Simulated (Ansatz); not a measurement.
Results of PBEsol in Ansatz (PAW) for CdBr₂ (R-3m, No. 166).

Run with plane-wave cutoff 500 eV, 12×12×12 k mesh, gaussian smearing 0.02 eV, scalar-relativistic PAW data made under PBE.

Cell (relaxed at this level):

CdBr2 has the trigonal space group R-3m, hexagonal axes (No. 166), Pearson symbol hR3. Conventional cell: a = b = 3.9697 Å, c = 19.7182 Å, α = β = 90.00°, γ = 120.00°. Cd on 3a is coordinated by 6 Br at 2.769 Å (octahedral). Br on 6c is surrounded by 3 Cd at 2.769 Å (trigonal pyramidal). (Neighbours: up to the widest gap in distance over summed covalent radii, below 1.35, at either atom; cation-cation and far metal-metal contacts left out.)
(The calculation used a cell of 3 atoms; values per cell refer to that cell.)

**Question.** What does this level give for the band gap?

**Answer.** 
band gap: 2.86 eV (on the SCF k mesh)

Note: the cell comes from a level without a dispersion term, which matters for the spacing of layers, chains or molecules; the volume lies 7 % above that of the published cell; the cell has widely spaced layers and the level no dispersion term, so their spacing and the moduli can rest on weak binding.

Spin–orbit coupling is not included.

Ansatz is a quantum-chemistry and plane-wave program.
